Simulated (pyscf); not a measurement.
Structures and frequencies: ωB97X-D3(BJ)/def2-SVP in PySCF.

Problem. How much does it cost (ΔH, 298 K, ωB97M-D3(BJ)/def2-TZVP) to split `[CH2]=[C]=[CH][CH2][CH3]` at its C–H bond into •HC=C=CH–CH₂–CH₃ + H•?

Solution. C–H to •HC=C=CH–CH₂–CH₃ + H•: 378.6 kJ/mol. The 7 functionals that were run give +358.1 (r²SCAN) to +378.6 kJ/mol (ωB97M-D3(BJ)). The radicals are drawn with the spin at the cut bond; how far it spreads was not checked. H₂C=C=CH–CH₂–CH₃ lies 109.2 kJ/mol over its isomer cyclic C₅H₈ (SMILES C1=CCCC1), and others may lie lower still (electronic energy, ωB97M-D3(BJ)). •HC=C=CH–CH₂–CH₃ lies 57.9 kJ/mol over its isomer •H₂C–C(=CH₂)–CH=CH₂, and others may lie lower still (electronic energy, ωB97M-D3(BJ)).
